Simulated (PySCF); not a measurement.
Species: N-methylpyrrolidine, C5H11N.
Atom-mapped SMILES: `[CH3:1][N:2]1[CH2:3][CH2:4][CH2:5][CH2:6]1` (hydrogens: H7, H8, H9 on C1; H10, H11 on C3; H12, H13 on C4; H14, H15 on C5; H16, H17 on C6)

Structure used (GFN2-xTB), in Å, numbered top down from 1:
```
atom  x, y, z in Å
C1     2.0773   -0.0871    0.2753
N2     0.6530   -0.0351    0.4804
C3    -0.0689   -1.1448   -0.1148
C4    -1.5365   -0.7016   -0.0976
C5    -1.4740    0.8305    0.0453
C6     0.0168    1.1522   -0.0561
H7     2.3554   -0.0752   -0.7926
H8     2.5397    0.7698    0.7636
H9     2.4678   -0.9988    0.7258
H10    0.1061   -2.0533    0.4646
H11    0.2632   -1.3280   -1.1531
H12   -2.0467   -1.0041   -1.0110
H13   -2.0637   -1.1449    0.7453
H14   -2.0508    1.3436   -0.7225
H15   -1.8528    1.1350    1.0198
H16    0.3036    2.0285    0.5277
H17    0.3034    1.3254   -1.1100
```

A PySCF run (density fitting, gas phase, GFN2-xTB geometry) gave HOMO -4.90 eV, LUMO -0.03 eV, dipole 0.46 D.

Problem. Which of these levels was it?
A. wB97X/6-31G-J
B. LDA/def2-SVPD
C. CAM-B3LYP/def2-SVPD
D. PBE0/pcSseg-1

Solution. B. It is LDA/def2-SVPD. All candidates on this geometry:

```
 level and settings                    kind  basis functions  SCF cycles     E (Eh)  HOMO (eV)  LUMO (eV)  dipole (D)
      LDA/def2-SVPD                     LDA              208          13  -249.4329      -4.90      -0.03        0.46
      PBE0/pcSseg-1           global hybrid              157          12  -251.5558      -6.09       1.41        0.53
CAM-B3LYP/def2-SVPD  range-separated hybrid              208          12  -251.5812      -7.54       1.45        0.60
      wB97X/6-31G-J  range-separated hybrid              116          13  -251.8004      -8.12       4.71        0.77
```

The nearest other candidate, by the summed differences of HOMO and LUMO, is PBE0/pcSseg-1: its HOMO differs by -1.19 eV and its LUMO by +1.44 eV. Cycle counts include a coarse-grid stage where the run had one.
